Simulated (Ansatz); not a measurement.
CH7NSi, SMILES `NC[SiH3]` at its PBE0-D4/def2-TZVP geometry, where that method's forces vanish. Charge 0, multiplicity 1.

```xyz
10

N     1.1745   -0.7265    0.6197
C     0.3617   -0.3220   -0.5214
Si   -1.1762    0.5904    0.0699
H     1.5056    0.0811    1.1317
H     1.9909   -1.2467    0.3239
H     0.0191   -1.2203   -1.0464
H     0.8854    0.2918   -1.2718
H    -0.7700    1.7362    0.9319
H    -2.0582   -0.3070    0.8590
H    -1.9328    1.1231   -1.0965
```

**Question.** What forces (eV/Å) does ωB97M-V/def2-TZVPP give on these atoms in the Gaussian-basis code of Ansatz? (Estimate.)

**Answer.** The calculation gave: 
```
N1   0.171 -0.047  0.177
C2  -0.197  0.084 -0.291
Si3 -0.088  0.052  0.040
H4   0.002 -0.037 -0.018
H5  -0.037  0.035  0.029
H6   0.032  0.072  0.038
H7  -0.036 -0.066  0.079
H8  -0.036 -0.129 -0.092
H9   0.103  0.099 -0.093
H10  0.086 -0.064  0.131
```
